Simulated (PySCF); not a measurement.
## The first ionisation energy along the third row

Calculated with PySCF 2.14 from differences of total energies of unrestricted determinants, without spin-orbit coupling. Values in eV. The last column holds reference values (NIST; (s) semi-empirical, (t) theoretical, else measured). Unmarked ones compare directly (S terms, centres of terms, or small fine structure); those marked * lie between the lowest fine-structure levels and include a spin-orbit shift.

```csv
element,configurations,LDA,r2SCAN,MP2 (valence),SCS-MP2 (valence),CCSD(T) (valence),CCSDT (valence),reference
"Mg (aug-cc-pVDZ, non-relativistic)",[Ne] 3s2 → [Ne] 3s1,7.752,7.392,7.214,7.332,7.520,7.520,7.646
"Al (aug-cc-pV(D+d)Z, non-relativistic)",[Ne] 3s2 3p1 → [Ne] 3s2,6.039,6.175,5.758,5.737,5.880,5.892,5.977
"Si (aug-cc-pV(D+d)Z, non-relativistic)",[Ne] 3s2 3p2 → [Ne] 3s2 3p1,8.245,8.334,7.965,7.885,8.014,n/a,8.157
"P (aug-cc-pV(D+d)Z, non-relativistic)",[Ne] 3s2 3p3 → [Ne] 3s2 3p2,10.595,10.652,10.395,10.236,10.338,10.338,10.526
"S (aug-cc-pV(D+d)Z, non-relativistic)",[Ne] 3s2 3p4 → [Ne] 3s2 3p3,10.556,10.365,9.776,9.805,9.830,9.835,10.336
"Cl (aug-cc-pV(D+d)Z, non-relativistic)",[Ne] 3s2 3p5 → [Ne] 3s2 3p4,13.224,13.055,12.612,12.587,12.570,12.571,12.974
"Ar (aug-cc-pV(D+d)Z, non-relativistic)",[Ar] → [Ne] 3s2 3p5,16.045,15.877,15.664,15.562,15.517,15.514,15.819
```

```csv
method,elements,mean error (eV),mean absolute error (eV),largest error (eV)
LDA,7,0.146,0.146,0.251
r2SCAN,7,0.060,0.132,-0.254
MP2 (valence),7,-0.293,0.293,-0.560
SCS-MP2 (valence),7,-0.327,0.327,-0.530
CCSD(T) (valence),7,-0.252,0.252,-0.505
CCSDT (valence),6,-0.268,0.268,-0.501
```

Errors include the incompleteness of the basis and the frozen core.

"Valence" correlates the outer s and p shells and, in groups 3 to 12 and the f block, the outer d or f shell, open or full, or the next shell where the ion has no valence electron left; the wider scheme adds the next inner shell.
